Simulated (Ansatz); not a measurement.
Geometry optimisation, Ansatz 0.2.0, UKS BLYP-D4/6-31G.

Input file:

```yaml
crystal:
  periodic: [false, false, false]
  atoms:
    - { symbol: O, position_ang: [-1.4295, 1.4333, 1.317] }
    - { symbol: C, position_ang: [-1.073, 0.1954, 0.8421] }
    - { symbol: C, position_ang: [0.0716, 0.3467, -0.1307] }
    - { symbol: C, position_ang: [0.6678, -1.0058, -0.5949] }
    - { symbol: S, position_ang: [1.9712, -0.8387, -1.7796] }
    - { symbol: H, position_ang: [-1.7619, 2.012, 0.5308] }
    - { symbol: H, position_ang: [-0.7596, -0.3965, 1.7196] }
    - { symbol: H, position_ang: [-1.8849, -0.2687, 0.352] }
    - { symbol: H, position_ang: [-0.2017, 0.9834, -0.9248] }
    - { symbol: H, position_ang: [0.9122, 0.8973, 0.4091] }
    - { symbol: H, position_ang: [0.9266, -1.6206, 0.2755] }
    - { symbol: H, position_ang: [-0.1929, -1.5536, -1.0761] }
    - { symbol: H, position_ang: [2.7745, -0.219, -0.9251] }
magnetization:
  spin_polarized: true
basis:
  gaussian: { orbitals: "6-31G" }
hamiltonian:
  xc: blyp
  dispersion: d4
relax:
  f_tol: 0.02
  max_steps: 40
output:
  orbitals: {}
```

Run as:

```bash
$ ansatz run input.yaml --threads 1 --pin off --max-ram 2048MiB --backend cpu --events-out ev --progress --plain --runs-dir out
```

Where does it end, and by what steps?

It converged. Limits of this set-up: no polarisation functions. After 6 steps the energy has fallen by 0.724 eV; H13 moved furthest, 0.18 Å.

```tsv
step	energy less start (eV)	largest force component (eV/Å)	accepted
0	0.0000	4.051	yes
1	-0.5815	1.638	yes
2	-0.5822	0.841	yes
3	-0.7110	0.288	yes
4	-0.7229	0.094	yes
5	-0.7234	0.022	yes
6	-0.7235	0.015	yes
```

```xyz
13
Properties=species:S:1:pos:R:3
O -1.525 1.525 1.385
C -1.099 0.217 0.856
C 0.108 0.345 -0.101
C 0.616 -1.027 -0.574
S 2.059 -0.904 -1.853
H -1.842 2.082 0.628
H -0.829 -0.364 1.751
H -1.938 -0.304 0.351
H -0.178 0.952 -0.981
H 0.911 0.893 0.423
H 0.963 -1.649 0.265
H -0.159 -1.584 -1.123
H 2.934 -0.217 -1.012
```

Run time: 35 s on 1 thread of Intel(R) Xeon(R) Platinum 8375C CPU @ 2.90GHz (Ice Lake), on a shared host, peak memory 0.18 GiB.
